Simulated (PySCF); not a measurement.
Li₃: from structure and modes to constants

These are results of UB3LYP in PySCF with Li def2-TZVP; no relativity; density-fitted integrals, not measurements.

The doublet minimum has C2v symmetry. Masses (u): Li 7.01600.

```xyz
3
charge 0 multiplicity 2, angstrom
Li    1.4716   -0.0088    0.0000
Li   -0.7358    0.0044    1.7042
Li   -0.7358    0.0044   -1.7042
```

Harmonic wavenumbers (cm⁻¹): 144.4 (a1, ×1), 188.4 (b2, ×1), 314.9 (a1, ×1).

Q: Find the principal moments of inertia and the rotational constants. What kind of rotor is it?

A: About the centre of mass I = 22.791, 40.752, 63.543 u Å². With B = 16.8576/I this gives 0.7396, 0.4137, 0.2653 cm⁻¹. The molecule is an asymmetric top with κ = -0.37.

Q: What is the harmonic zero-point energy?

A: Half the sum of all 3 wavenumbers, 648/2 = 324 cm⁻¹, which is 3.9 kJ/mol (1 cm⁻¹ = 0.0119627 kJ/mol).

Q: Give the standard entropy (298.15 K, 1 bar) by its translational, rotational, vibrational and spin parts, and Cp.

A: Sackur–Tetrode with M = 21.05 u gives 146.9; rotation with symmetry number 2 gives 88.4; vibration 26.5; spin R ln 2 = 5.8. The total is 267.5 J/(mol K), and Cp = 4 R + 22.6 = 55.9 J/(mol K).

Other isomers or separated fragments may lie lower.
